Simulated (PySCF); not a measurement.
PySCF input (MN15/def2-TZVPD):

```python
from pyscf import gto, scf, dft

mol = gto.M(
    atom='''
    N    -0.00000000   -0.00000000   -0.55206952
    N     0.00000000    0.00000000    0.55206952
    ''',
    basis='def2-tzvpd',
    charge=1,
    spin=1,
    symmetry='D2h',
    verbose=4,
)

mf = dft.UKS(mol, xc='mn15').density_fit(auxbasis='def2-universal-jkfit')
mf.grids.level = 4
mf.conv_tol = 1e-9
mf.max_cycle = 100
mf.max_memory = 1500
mf.kernel()
if not mf.converged:
    mf = mf.newton()
    mf.kernel(mf.make_rdm1())
mf.analyze()
```

End of the output:

```
Extra cycle  E= -108.862158812296  delta_E= -2.27e-13  |g|= 1.4e-07  |ddm|= 1.67e-06
converged SCF energy = -108.862158812296  <S^2> = 0.75303183  2S+1 = 2.0030295
**** SCF Summaries ****
Total Energy =                        -108.862158812296173
Nuclear Repulsion Energy =              23.484074374437483
One-electron Energy =                 -188.101329773494768
Two-electron Energy =                   55.755096586761113
Two-electron Coulomb Energy =           68.889046700614060
DFT Exchange-Correlation Energy =      -13.133950113852949
HOMO-LUMO gap [eV] =                     6.045827926448890
Wave-function symmetry = Ag
alpha occupancy for each irrep:     Ag  B1g  B2g  B3g   Au  B1u  B2u  B3u
                                     3    0    0    0    0    2    1    1
beta  occupancy for each irrep:     Ag  B1g  B2g  B3g   Au  B1u  B2u  B3u
                                     2    0    0    0    0    2    1    1
**** MO energy ****
alpha MO #1 (Ag #1), energy= -14.6906270005925 occ= 1
alpha MO #2 (B1u #1), energy= -14.6885620927671 occ= 1
alpha MO #3 (Ag #2), energy= -1.59634170726663 occ= 1
alpha MO #4 (B1u #2), energy= -1.04691406160036 occ= 1
alpha MO #5 (Ag #3), energy= -0.936643383496161 occ= 1
alpha MO #6 (B2u #1), energy= -0.93290245998176 occ= 1
alpha MO #7 (B3u #1), energy= -0.932902459981761 occ= 1
alpha MO #8 (B2g #1), energy= -0.401143396657628 occ= 0
alpha MO #9 (B3g #1), energy= -0.401143396657628 occ= 0
alpha MO #10 (Ag #4), energy= -0.113856344132284 occ= 0
alpha MO #11 (B1u #3), energy= -0.0604069247383805 occ= 0
alpha MO #12 (Ag #5), energy= 0.0327808902351504 occ= 0
alpha MO #13 (B2u #2), energy= 0.0466830811860675 occ= 0
alpha MO #14 (B3u #2), energy= 0.0466830811860675 occ= 0
alpha MO #15 (Ag #6), energy= 0.0609605266695191 occ= 0
alpha MO #16 (B1g #1), energy= 0.0609605519568963 occ= 0
alpha MO #17 (B2g #2), energy= 0.11448097065599 occ= 0
alpha MO #18 (B3g #2), energy= 0.114480970656005 occ= 0
alpha MO #19 (B1u #4), energy= 0.142648096379126 occ= 0
alpha MO #20 (B2u #3), energy= 0.242119884541308 occ= 0
alpha MO #21 (B3u #3), energy= 0.242119884541306 occ= 0
alpha MO #22 (B1u #5), energy= 0.252885284186007 occ= 0
alpha MO #23 (B1u #6), energy= 0.256316138799912 occ= 0
alpha MO #24 (Au #1), energy= 0.256316145631287 occ= 0
alpha MO #25 (Ag #7), energy= 0.281090442943363 occ= 0
alpha MO #26 (B1u #7), energy= 0.381369199579414 occ= 0
alpha MO #27 (Ag #8), energy= 0.453834386466102 occ= 0
alpha MO #28 (B2g #3), energy= 0.532557814887754 occ= 0
alpha MO #29 (B3g #3), energy= 0.532557814887856 occ= 0
alpha MO #30 (B1u #8), energy= 0.771871972616626 occ= 0
alpha MO #31 (Ag #9), energy= 0.782176560885095 occ= 0
alpha MO #32 (B1g #2), energy= 0.782176742993931 occ= 0
alpha MO #33 (B2u #4), energy= 0.892352566766544 occ= 0
alpha MO #34 (B3u #4), energy= 0.892352566766541 occ= 0
alpha MO #35 (B1u #9), energy= 1.13107387316689 occ= 0
alpha MO #36 (Au #2), energy= 1.13107401470641 occ= 0
alpha MO #37 (Ag #10), energy= 1.18993112962745 occ= 0
alpha MO #38 (B2g #4), energy= 1.33368378795554 occ= 0
alpha MO #39 (B3g #4), energy= 1.33368378795555 occ= 0
alpha MO #40 (B1u #10), energy= 1.53398093857233 occ= 0
alpha MO #41 (B2u #5), energy= 1.5813794747123 occ= 0
alpha MO #42 (B3u #5), energy= 1.5813794747123 occ= 0
alpha MO #43 (Ag #11), energy= 1.76935240277449 occ= 0
alpha MO #44 (B1u #11), energy= 2.08258991798184 occ= 0
alpha MO #45 (B2g #5), energy= 2.13202022420265 occ= 0
alpha MO #46 (B3g #5), energy= 2.13202022420268 occ= 0
alpha MO #47 (Ag #12), energy= 2.25325054547323 occ= 0
alpha MO #48 (B1u #12), energy= 2.54134195300126 occ= 0
alpha MO #49 (Ag #13), energy= 3.02635407093941 occ= 0
alpha MO #50 (B1g #3), energy= 3.02635451409426 occ= 0
alpha MO #51 (B2u #6), energy= 3.15020580463474 occ= 0
alpha MO #52 (B3u #6), energy= 3.15020580463474 occ= 0
alpha MO #53 (B2u #7), energy= 3.21254090274779 occ= 0
alpha MO #54 (B3u #7), energy= 3.21254090274779 occ= 0
alpha MO #55 (B2g #6), energy= 3.60056463242341 occ= 0
alpha MO #56 (B3g #6), energy= 3.60056463242341 occ= 0
alpha MO #57 (Ag #14), energy= 3.61590243704288 occ= 0
alpha MO #58 (Ag #15), energy= 3.97758166423655 occ= 0
alpha MO #59 (B1g #4), energy= 3.97758553667525 occ= 0
alpha MO #60 (B2g #7), energy= 3.9823486690607 occ= 0
alpha MO #61 (B3g #7), energy= 3.98234866906069 occ= 0
alpha MO #62 (B1u #13), energy= 4.09700450196114 occ= 0
alpha MO #63 (Au #3), energy= 4.09700889857151 occ= 0
alpha MO #64 (B1u #14), energy= 4.37280322337013 occ= 0
alpha MO #65 (Au #4), energy= 4.37280355077759 occ= 0
alpha MO #66 (B2u #8), energy= 4.46017081419941 occ= 0
alpha MO #67 (B3u #8), energy= 4.46017081419942 occ= 0
alpha MO #68 (B1u #15), energy= 4.47348676253237 occ= 0
alpha MO #69 (Ag #16), energy= 5.49596031927469 occ= 0
alpha MO #70 (B2g #8), energy= 5.67077543250332 occ= 0
alpha MO #71 (B3g #8), energy= 5.67077543250331 occ= 0
alpha MO #72 (B1u #16), energy= 5.95588274315263 occ= 0
alpha MO #73 (Ag #17), energy= 29.9201248822234 occ= 0
alpha MO #74 (B1u #17), energy= 30.6051899500914 occ= 0
beta  MO #1 (Ag #1), energy= -14.6816257434188 occ= 1
beta  MO #2 (B1u #1), energy= -14.6799641183719 occ= 1
beta  MO #3 (Ag #2), energy= -1.58302321452764 occ= 1
beta  MO #4 (B1u #2), energy= -0.954756834333981 occ= 1
beta  MO #5 (B2u #1), energy= -0.911211811858182 occ= 1
beta  MO #6 (B3u #1), energy= -0.911211811858181 occ= 1
beta  MO #7 (Ag #3), energy= -0.689031731725354 occ= 0
beta  MO #8 (B2g #1), energy= -0.376062374120638 occ= 0
beta  MO #9 (B3g #1), energy= -0.376062374120638 occ= 0
beta  MO #10 (Ag #4), energy= -0.105892109496978 occ= 0
beta  MO #11 (B1u #3), energy= -0.0492302799481976 occ= 0
beta  MO #12 (Ag #5), energy= 0.0477679251178261 occ= 0
beta  MO #13 (B2u #2), energy= 0.0569906605900783 occ= 0
beta  MO #14 (B3u #2), energy= 0.0569906605900766 occ= 0
beta  MO #15 (B1g #1), energy= 0.0624488511985293 occ= 0
beta  MO #16 (Ag #6), energy= 0.0624488574030896 occ= 0
beta  MO #17 (B2g #2), energy= 0.126476177397641 occ= 0
beta  MO #18 (B3g #2), energy= 0.126476177397657 occ= 0
beta  MO #19 (B1u #4), energy= 0.170014158034029 occ= 0
beta  MO #20 (B2u #3), energy= 0.251972595401013 occ= 0
beta  MO #21 (B3u #3), energy= 0.251972595401011 occ= 0
beta  MO #22 (Au #1), energy= 0.262810446582631 occ= 0
beta  MO #23 (B1u #5), energy= 0.262810449448818 occ= 0
beta  MO #24 (B1u #6), energy= 0.266293111965479 occ= 0
beta  MO #25 (Ag #7), energy= 0.305785781874594 occ= 0
beta  MO #26 (B1u #7), energy= 0.432427782493619 occ= 0
beta  MO #27 (Ag #8), energy= 0.456755849658808 occ= 0
beta  MO #28 (B2g #3), energy= 0.536973509450647 occ= 0
[...]
```
